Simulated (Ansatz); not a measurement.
1T (CdI2-type) PtS₂ was calculated with r²SCAN in Ansatz (PAW).

Rigid layers of the crystal as relaxed at this level are moved apart or together:

```tsv
run	k mesh	layer repeat (Å)	energy against free layers (meV/Å²)	gap on the mesh (eV)
1	12×12×8	4.74	5.49	0.270
2	12×12×8	4.89	1.55	0.547
3	12×12×8	5.04	-1.13	0.795
4	12×12×6	5.24	-3.28	0.957
5	12×12×6	5.54	-4.45	1.200
6	12×12×6	6.04	-3.75	1.550
7	12×12×6	7.04	-1.21	1.861
8	12×12×4	9.04	-0.04	2.025
```

The lowest energy of these points lies at a layer repeat of 5.54 Å.

Spin–orbit coupling is not included.

Note: the cell comes from a level without a dispersion term, which matters for the spacing of layers, chains or molecules.

Ansatz is an electronic-structure program.
